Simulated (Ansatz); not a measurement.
# Cl2+ (doublet): the correlation ladder, def2-TZVPP

One table from this session's results is given with a row withheld; the runs are named, their logs left out.

The runs use Ansatz 0.2.0, Gaussian basis; def2-TZVPP, core rule «outside noble gas», up to 10 orbitals frozen.

The runs, in order: UHF; ROHF; CCSD(T) on UHF.

2 further runs of the same task are left out: 2 set aside as unsound or not needed.

## What is computed

The geometry is a PBE0/def2-TZVP stationary point (not a proven minimum) of the parent state, kept for this charge and spin.

2 atoms, charge 1, spin multiplicity 2.

Atoms are counted from 1 here; the program's logs count them from 0.

Bond lengths: Cl1–Cl2 1.982 Å.

Set-up of the first run:

The input, in.yaml:

```yaml
crystal:
  periodic: [false, false, false]
  atoms:
    - {symbol: Cl, position_ang: [0.000000, 0.000000, 0.000000]}
    - {symbol: Cl, position_ang: [0.000000, 0.000000, 1.982400]}
basis:
  gaussian: {orbitals: def2-TZVPP}
total_charge: 1
magnetization: {spin_polarized: true, initial_magnetization: 1}
hamiltonian: {xc: hf}
output: {orbitals: {seedname: orbitals}}
```

Started as:

```console
> ansatz run in.yaml --threads 1 --pin off --events-out ev --progress --plain --max-ram 4096MiB --backend cpu
```

Steps of the session up to this table: UHF; ROHF; CCSD(T) on UHF.

One of the session's tables, all rows but one given; the rest of the session is left out.

It belongs to the step «Misses and costs». 

| method | from UCCSD(T) (kcal/mol) |
| --- | --- |
| ROHF | +267.02 |
| UHF | ? |
| UMP2 | +33.30 |
| UCCSD | +12.93 |
| UCCSD(T) | 0 |

Estimate the missing values for UHF.

**Answer.** from UCCSD(T) (kcal/mol): +262.20. In the column «from UCCSD(T) (kcal/mol)» it lies between UMP2 (+33.30) and ROHF (+267.02).

To keep in mind: Warnings: coupled cluster took another determinant than the lowest.
